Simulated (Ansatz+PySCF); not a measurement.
## singlet C2H3N: levels of theory in one basis

```yaml
atoms:
  - { symbol: C, position_ang: [0.0000, 0.0000, -1.0808] }
  - { symbol: C, position_ang: [0.0000, 0.0000, 0.2560] }
  - { symbol: N, position_ang: [0.0000, 0.0000, 1.3203] }
  - { symbol: H, position_ang: [0.0000, -0.9489, -1.4312] }
  - { symbol: H, position_ang: [-0.8218, 0.4744, -1.4312] }
  - { symbol: H, position_ang: [0.8218, 0.4744, -1.4312] }
```

Basis set: def2-SVP (spherical functions). Correlated methods keep 3 orbitals frozen. Charge 0, multiplicity 1.

Computed with Ansatz (development build ahead of 0.2.0); each method stands on the lowest determinant of its kind that the runs found. NEVPT2 correlates all electrons. Active spaces start from the frontier orbitals, and the lowest solution found is given.

```
        method  E − E(RHF) (eV)  <S²> of the determinant
           RHF             0.00                     0.00
       RHF-MP2           -11.01                        –
   RHF-CCSD(T)           -12.02                        –
   CASSCF(4,4)            -1.87                        –
SC-NEVPT2(4,4)           -11.08                        –
```

Q: What does RHF-CCSD give on the same scale?

A: -11.64 eV.

Q: Is a single determinant a sound starting point here?

A: By this sign, yes. Unrestricted orbitals gain 0.00 eV and <S²> is 0.00 against 0.00 for a pure state. The CASSCF(4,4) natural occupations are 1.95, 1.95, 0.05, 0.05.
